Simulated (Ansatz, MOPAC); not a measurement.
Species: silylsilane, Si2H6, net charge 0, singlet state. SMILES: [SiH3][SiH3]

Atoms: Si1, Si2, H3, H4, H5, H6, H7, H8. Bonds: Si1-Si2, Si1-H3, Si1-H4, Si1-H5, Si2-H6, Si2-H7, Si2-H8.

Bond lengths (Å) and angles (degrees) optimised at AM1 with MOPAC; PM3 with MOPAC; B3LYP/6-31G* with Ansatz (a first-principles code); MP2/6-31G* with Ansatz, each started from the B3LYP-D3(BJ)/def2-TZVP structure (Ansatz) of the last column. A row stands for all coordinates that are equal there. 6-31G* holds six Cartesian d functions. No wavenumbers were computed at MP2/6-31G*, so these may be saddle points.

| coordinate | AM1 | PM3 | B3LYP/6-31G* | MP2/6-31G* | B3LYP-D3(BJ)/def2-TZVP |
|---|---|---|---|---|---|
| Si1-Si2 | 2.417 | 2.396 | 2.350 | 2.339 | 2.344 |
| Si1-H3 | 1.466 | 1.487 | 1.489 | 1.487 | 1.483 |
| Si2-Si1-H3 | 109.6 | 109.7 | 110.6 | 110.4 | 110.3 |
| H3-Si1-H4 | 109.3 | 109.2 | 108.3 | 108.6 | 108.6 |

Mean signed difference of all 7 bond lengths from B3LYP-D3(BJ)/def2-TZVP: AM1 -0.004 Å, PM3 0.011 Å, B3LYP/6-31G* 0.006 Å, MP2/6-31G* 0.003 Å.
